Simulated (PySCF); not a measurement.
# Two-dimensional NMR puzzle

Compound of formula C6H12. Correlations simulated from computed shifts and couplings:

HSQC (one-bond C–H):
```tsv
δH	δC	1J(C,H) (Hz)
1.75	20.9	132
```

HMBC (two and three bonds, |J| ≥ 2.5 Hz):
```tsv
δH	δC [abs. J in Hz]
1.75	121.7 [5.8], 20.9 [5.1]
```

Carbons without hydrogens: δ 121.7.

Level of theory: PBE0-D3(BJ)/def2-SVP structure, shielding tensors at KT3/pcSseg-1 (GIAO), J: B3LYP/pcJ-1 (without the spin–dipole term), in PySCF (in vacuum, one averaged value for each set of equivalent atoms, one conformer, non-relativistic Hamiltonian).

δ = σ(ref) − σ, references computed at the same level: 1H, 13C vs TMS.

Exchangeable hydrogens are left out of these lists, and C,H couplings along chains are those of one rotamer, so weak HMBC peaks may be missing or extra.

Question: Work out the connectivity.

Answer: 2,3-dimethyl-2-butene (CC(C)=C(C)C).

Numbering as in the mapped SMILES `[CH3:1][C:2]([CH3:3])=[C:4]([CH3:5])[CH3:6]`. Hydrogens are named by the atom that carries them.

1. δC 121.7 is C2/C4, a fully substituted alkene carbon.
2. δC 20.9 is C1/C3/C5/C6, an allylic methyl carbon (δH 1.75).
3. HMBC from δH 1.75 reaches the proton-free carbon C2/C4.

The shifts were computed for this structure.

Shifts are as computed, not scaled to solution data. Of 1211 compounds with measured shifts, 218 miss one by over three times the rms of a fit or turn the order of signals round; such compounds aren't used in these exercises.
